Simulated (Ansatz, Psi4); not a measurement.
## A ladder of methods for [SF3]+ (SMILES F[S+](F)F)

[SF3]+ has 4 atoms, charge +1, and is taken as a singlet. As SMILES, `F[S+](F)F`. The coordinates come from a PBE0-D4/def2-TZVP relaxation.

Each level gives the HOMO–LUMO gap (eV). The values are calculated.

```json
{"level": "HF/6-311+G**", "kind": "Hartree–Fock", "program": "Ansatz", "value (eV)": "18.53", "CPU time": "0.83 s"}
{"level": "SVWN5/6-311+G**", "kind": "LDA", "program": "Ansatz", "value (eV)": "7.29", "CPU time": "1 s"}
{"level": "BLYP/6-311+G**", "kind": "GGA", "program": "Psi4", "value (eV)": "7.39", "CPU time": "10 s"}
{"level": "r2SCAN/6-311+G**", "kind": "meta-GGA", "program": "Psi4", "value (eV)": "7.95", "CPU time": "16 s"}
{"level": "TPSSh/6-311+G**", "kind": "hybrid meta-GGA", "program": "Psi4", "value (eV)": "8.67", "CPU time": "47 s"}
{"level": "wB97X-V/6-311+G**", "kind": "range-separated hybrid", "program": "Psi4", "value (eV)": "15.00", "CPU time": "77 s"}
{"level": "PBE-QIDH/6-311+G**", "kind": "double hybrid", "program": "Ansatz", "value (eV)": "15.12", "CPU time": "2.8 s"}
```

The values span 7.29 to 18.53 eV. Orbital gaps aren't excitation energies, and those of double hybrids come from the SCF part alone; they tend to grow with the share of exact exchange. CPU times are rough (shared hosts, several kinds of processor): they show what a rung costs within a factor of a few.
